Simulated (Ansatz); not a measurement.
# The cluster SnGe2: a spread of methods and bases

Aim: run the cluster SnGe2 under a spread of inputs, and see what each costs and gives.

Method: the settings change from run to run; program: Ansatz 0.2.0, Gaussian basis.

2 further runs of the same task are left out: 2 set aside as unsound or not needed. Runs told in other sessions of the task aren't counted.

### Step 1. The relaxed structure

An earlier r2SCAN-D4 in a triple-zeta def2 set relaxation fixed the geometry. Sn takes a core potential in def2 sets; no spin-orbit term is included.

3 atoms, charge 0, spin multiplicity 1.

Atoms are counted from 1 here; the program's logs count them from 0.

Bond lengths: Ge1–Ge2 2.287 Å, Ge2–Sn3 2.471 Å. Angles: Ge1–Ge2–Sn3 85.3°.

### Step 2. PBEsol/def2-mTZVP

Options: charge +1, multiplicity 2, atoms shaken by 0.15 Å, a point charge of 1.00 e beside it.

in.yaml reads:

```yaml
crystal:
  periodic: [false, false, false]
  atoms:
    - {symbol: Ge, position_ang: [-0.488909, 1.599810, 0.007453]}
    - {symbol: Ge, position_ang: [1.288613, -0.326114, 0.306482]}
    - {symbol: Sn, position_ang: [-0.995080, -1.437941, 0.124176]}
basis:
  gaussian: {orbitals: def2-mTZVP, point_charges: [{charge: 1.00, position_ang: [5.980, -0.385, 0.892]}]}
total_charge: 1
magnetization: {spin_polarized: true, initial_magnetization: 1}
hamiltonian: {xc: {name: PBEsol}}
```

Started as:

```bash
$ ansatz run in.yaml --threads 4 --pin off --events-out ev --progress --plain --max-ram 3916MiB
```

Log:

```text
Functional definition: PBEsol
  name "PBEsol"
  cite "Perdew et al., Phys. Rev. Lett. 100, 136406 (2008) doi:10.1103/PhysRevLett.100.136406"
  cite "Perdew, Burke & Ernzerhof, Phys. Rev. Lett. 77, 3865 (1996) doi:10.1103/PhysRevLett.77.3865"
  parent pbesol
  exchange = pbesol_x
  correlation = pbesol_c
1063 factors; their error is unknown
mean field evaluation 1: about -118746.7725 eV, gradient 2.9e1 eV
mean field evaluation 2: about -118709.2269 eV, gradient 6.3e1 eV
mean field evaluation 4: about -118743.7588 eV, gradient 3.1e1 eV
mean field evaluation 8: about -118753.2268 eV, gradient 2.2e-1 eV
mean field evaluation 16: about -118753.2085 eV, gradient 9.8e-3 eV
mean field evaluation 32: about -118753.2085 eV, gradient 7.4e-5 eV
mean field evaluation 64: about -118750.8488 eV, gradient 6.1e0 eV
mean field evaluation 96: about -118752.6606 eV, gradient 1.6e-1 eV
mean field -118753.20849281 eV, -4364.0999182949 hartree, gradient 6.5e-6 eV, S^2 0.845186; 10 other end points of the search recorded, 0 dependent functions left out
reference -118753.20852741 eV, -4364.0999195667 hartree; 43, 42 occupied and 65, 66 virtual orbitals, 1063 factors
Total energy: -118753.20852741 eV, -4364.0999195667 hartree
```

It took 10 s on 4 threads of Arm Neoverse V1, shared host.

⟨S²⟩ 0.845.

### Step 3. revPBE/def2-SVPD

Set apart from the defaults: D3(BJ) dispersion.

in.yaml reads:

```yaml
crystal:
  periodic: [false, false, false]
  atoms:
    - {symbol: Ge, position_ang: [-0.332310, 1.638722, 0.033926]}
    - {symbol: Ge, position_ang: [1.163587, -0.090558, -0.018067]}
    - {symbol: Sn, position_ang: [-0.831277, -1.548164, -0.015860]}
basis:
  gaussian: {orbitals: def2-SVPD}
hamiltonian: {xc: {name: revPBE}, dispersion: d3bj}
scf: {omitted_lower_state_checks: [starts]}
```

Launched as before.

Log, shortened:

```text
Functional definition: revPBE
  name "revPBE"
  cite "Zhang & Yang, Phys. Rev. Lett. 80, 890 (1998) doi:10.1103/PhysRevLett.80.890"
  cite "Perdew, Burke & Ernzerhof, Phys. Rev. Lett. 77, 3865 (1996) doi:10.1103/PhysRevLett.77.3865"
[...]
1171 factors; their error is unknown
[...]
mean field -118846.41245359 eV, -4367.5251006777 hartree, gradient 7.4e-6 eV, S^2 0.000000; 0 other end points of the search recorded, 0 dependent functions left out
reference -118846.41249417 eV, -4367.5251021689 hartree; 43, 43 occupied and 65, 65 virtual orbitals, 1171 factors
Total energy: -118846.66577764 eV, -4367.5344101649 hartree
Checks for a lower state left out: starts
```

Wall time 0.95 s (4 threads of Arm Neoverse V1, shared host).

### Step 4. SPW92/ANO-RCC-VTZP

Set apart from the defaults: charge -1, multiplicity 2.

Edit in.yaml of step 3 so:

```diff
@@ -7,4 +7,6 @@
 basis:
-  gaussian: {orbitals: def2-SVPD}
-hamiltonian: {xc: {name: revPBE}, dispersion: d3bj}
-scf: {omitted_lower_state_checks: [starts]}
+  gaussian: {orbitals: ANO-RCC-VTZP}
+total_charge: -1
+magnetization: {spin_polarized: true, initial_magnetization: 1}
+hamiltonian: {xc: {name: SPW92}}
+output: {forces: true}
```

The command is unchanged.

Log, shortened:

```text
Functional definition: SPW92
  name "SPW92"
  cite "Dirac, Proc. Camb. Phil. Soc. 26, 376 (1930) doi:10.1017/S0305004100016108"
  cite "Slater, Phys. Rev. 81, 385 (1951) doi:10.1103/PhysRev.81.385"
  cite "Perdew & Wang, Phys. Rev. B 45, 13244 (1992) doi:10.1103/PhysRevB.45.13244"
[...]
1512 factors; their error is unknown
[...]
mean field -281954.69844525 eV, -10361.6440521040 hartree, gradient 1.7e-5 eV, S^2 0.752126; 9 other end points of the search recorded, 0 dependent functions left out
[...]
reference -281954.69848305 eV, -10361.6440534931 hartree; 58, 57 occupied and 96, 97 virtual orbitals, 1512 factors
Total energy: -281954.69848305 eV, -10361.6440534931 hartree
Relativity: scalar
Atom 0 at    -0.332310     1.638722     0.033926 Å, force    -0.678593    -0.453625     0.001504 eV/Å
Atom 1 at     1.163587    -0.090558    -0.018067 Å, force     1.270393    -0.042370    -0.018717 eV/Å
Atom 2 at    -0.831277    -1.548164    -0.015860 Å, force    -0.591800     0.495994     0.017214 eV/Å
Dipole moment:     0.005482    -0.127738    -0.002356 e Å
```

Wall time 19 s (4 threads of Arm Neoverse V1, shared host); peak memory 0.7 GiB.

Largest force 1.271 eV/Å, ⟨S²⟩ 0.752.

### Step 5. The runs in one table

```
             level  charge  multiplicity              geometry  functions  energy (eV)    time
 PBEsol/def2-mTZVP       1             2  shaken, point charge        108  -118753.209    10 s
  revPBE/def2-SVPD       0             1               relaxed        108  -118846.666  0.95 s
SPW92/ANO-RCC-VTZP      -1             2               relaxed        154  -281954.698    19 s
```

### Step 6. Results

| quantity | value |
| --- | --- |
| runs | 3 |
| quickest | revPBE/def2-SVPD, 0.95 s |
| slowest | SPW92/ANO-RCC-VTZP, 19 s |

In words: The runs differ in state or geometry as well as level, so their energies can't be set against each other. SPW92/ANO-RCC-VTZP took 20 times as long as revPBE/def2-SVPD. The jobs differ in tasks and options as well as level.
